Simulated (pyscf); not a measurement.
CH₄ (SMILES C) + GeH₄ (SMILES [GeH4]) → H₃C–GeH₃ (SMILES [CH3][GeH3]) + H₂ (SMILES [H][H]), a four-centre exchange (singlet surface; C–H, Ge–H broken, C–Ge, H–H formed). PySCF, gas phase, ωB97X-D3(BJ)/def2-SVP geometries. Energies in kcal/mol from the separated reactants.

Small-basis levels: PySCF, no dispersion term, spherical d functions. GFN2-xTB: tblite. Cost: rough CPU time at the saddle relative to B3LYP/6-31G*+LANL2DZ, from one job on a shared machine.

| level | barrier | reaction energy | cost |
|---|---|---|---|
| HF/3-21G | 114.6 | +6.9 | 0.08 |
| HF/6-31G*+LANL2DZ | 121.2 | +14.5 | 0.09 |
| B3LYP/3-21G | 94.6 | +4.5 | 1 |
| M06-2X/6-31G*+LANL2DZ | 95.2 | +8.3 | 2 |
| PBE/def2-SVP | 81.9 | +11.3 | 3 |
| B3LYP/def2-SVP | … | +12.9 | 2 |
| GFN2-xTB | … | +20.0 | under 0.02 |
| ωB97M-D3(BJ)/def2-TZVP | … | +10.5 | – |

Q: Complete the blanks.

A: 
- B3LYP/def2-SVP, barrier: 91.6
- GFN2-xTB, barrier: 80.6
- ωB97M-D3(BJ)/def2-TZVP, barrier: 89.9

Against the last row the barrier runs from -9.3 (GFN2-xTB) to +31.3 kcal/mol (HF/6-31G*+LANL2DZ). ωB97M-D3(BJ)/def2-TZVP has limits of its own. At the saddle there is also a short Ge–H contact that neither side keeps. One saddle was located; it need not be the lowest between these sides. In the def2 sets elements up to Kr have no core potential.
